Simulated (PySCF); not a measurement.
**SiCl, quartet: vertical spin and charge gaps**

Geometry (PBE0/def2-TZVP stationary point for this spin):

```json
{"atom": "Si", "x (Å)": "0.0000", "y (Å)": "0.0000", "z (Å)": "0.0000"}
{"atom": "Cl", "x (Å)": "0.0000", "y (Å)": "0.0000", "z (Å)": "2.0579"}
```

Basis cc-pVDZ; PySCF 2.14.0. Only valence electrons are correlated (noble-gas cores frozen). R marks a restricted (for open shells ROHF) determinant, U an unrestricted one.

Gaps are energies of the second state less the first, at fixed atoms, for a selection of the levels run; mean-field and cluster levels share one orbital occupation for each state, and full CI takes the lowest of the symmetries tried.

Removing an electron, to the quintet: 12.188 eV at RCCSDT.

```tsv
level	gap (eV)	error (meV)
RHF	11.348	-840
UHF	11.254	-934
RMP2	12.219	31
UMP2	12.240	52
RCCSD	12.144	-44
UCCSD(T)	12.185	-3
PBE	12.669	481
PBE0	12.614	426
wB97M-V	12.617	429
B2PLYP	12.455	267
```

Doublet less quartet: -2.917 eV at RCCSDT.

| level | gap (eV) | error (meV) |
| --- | --- | --- |
| RHF | -2.020 | 897 |
| UHF | -2.104 | 813 |
| RMP2 | -2.729 | 188 |
| RCCSD | -2.884 | 33 |
| UCCSD | -2.886 | 31 |
| UCCSD(T) | -2.914 | 3 |
| r2SCAN | -2.723 | 194 |
| B3LYP | -3.255 | -338 |
| wB97M-V | -3.415 | -498 |
| B2PLYP | -3.145 | -228 |

Sextet less quartet: 7.617 eV at RCCSDT.

```tsv
level	gap (eV)	error (meV)
RHF	7.034	-583
RCCSD	7.563	-54
UCCSD	7.561	-56
RCCSD(T)	7.611	-6
UCCSD(T)	7.611	-6
UCCSDT	7.616	-1
PBE	7.818	201
r2SCAN	7.729	112
B3LYP	7.942	325
wB97M-V	8.039	422
```

In so small a basis the reference is far from its limit while semilocal and hybrid functionals are nearer theirs (RPA and double hybrids share part of the reference's basis error), so the functionals' errors here hold much of the reference's basis and frozen-core error, which can add to them or hide them.

Full CI isn't at hand for all of this; RCCSDT serves as the reference. It lacks quadruple excitations, which often exceed the step from CCSD(T) to CCSDT. The frozen core follows each run's orbitals, which can shift R against U totals by a few meV.
